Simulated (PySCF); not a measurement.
## Al: electron affinity

Al⁻ [Ne] 3s2 3p2 (3P) → Al [Ne] 3s2 3p1 (2P), as a difference of total energies. Computed with PySCF 2.14 in aug-cc-pVTZ-DK (6s5p3d2f, 50 functions), with the spin-free X2C one-electron Hamiltonian (Gaussian nucleus). Correlated levels: valence: [Ne] frozen. The calculations carry no spin-orbit coupling.

| method | electron affinity (eV) | error (eV) |
| --- | --- | --- |
| UHF | 0.012 | -0.421 |
| LDA | 0.635 | +0.202 |
| PBE | 0.579 | +0.146 |
| PBE0 | 0.531 | +0.098 |
| r2SCAN | 0.609 | +0.176 |
| CAM-B3LYP | 0.353 | -0.080 |
| M06-2X | 0.288 | -0.145 |
| revPBE | 0.558 | +0.125 |
| B3LYP | 0.456 | +0.023 |
| MP2 (valence) | 0.359 | -0.074 |
| SCS-MP2 (valence) | 0.258 | -0.175 |

Reference: 0.433 eV (measured; photodetachment measurements, as compiled on the Wikipedia data page of electron affinities).

Errors of the correlated levels include the incompleteness of this basis and the frozen core.

In the anion the highest occupied orbital energy is positive at LDA, PBE, PBE0, r2SCAN, CAM-B3LYP, M06-2X, revPBE, B3LYP; the basis confines that electron, and the energy difference can still be sensible.
